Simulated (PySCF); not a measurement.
## Working out the electron affinity of Cl

Cl⁻ [Ar] (1S) → Cl [Ne] 3s2 3p5 (2P). Computed with PySCF 2.14 in aug-cc-pV(D+d)Z, with the non-relativistic Hamiltonian (point nucleus). Frozen: [Ne]. Energies in hartree (1 hartree = 27.21139 eV):

```json
{"part": "UHF", "Cl⁻ (lower)": "-459.563645", "Cl (upper)": "-459.473057"}
{"part": "MP2 opposite-spin", "Cl⁻ (lower)": "-0.118505", "Cl (upper)": "-0.091706"}
{"part": "MP2 same-spin", "Cl⁻ (lower)": "-0.044407", "Cl (upper)": "-0.031042"}
```

What does Hartree-Fock give?

(-459.473057) − (-459.563645) = 0.090588 hartree = 2.465 eV.

What do MP2 and SCS-MP2 (6/5 opposite-spin, 1/3 same-spin) give?

The opposite-spin parts differ by 0.729 eV and the same-spin parts by 0.364 eV. MP2: 2.465 + (0.729) + (0.364) = 3.558 eV. SCS-MP2: 2.465 + 1.2 × (0.729) + (0.364)/3 = 3.461 eV.

A first-order spin-orbit estimate adds -0.035 eV to MP2 (valence), giving 3.523 eV against 3.613 eV (measured; photodetachment measurements, as compiled on the Wikipedia data page of electron affinities).

What remains against the reference includes basis incompleteness, the frozen core and correlation beyond second order.
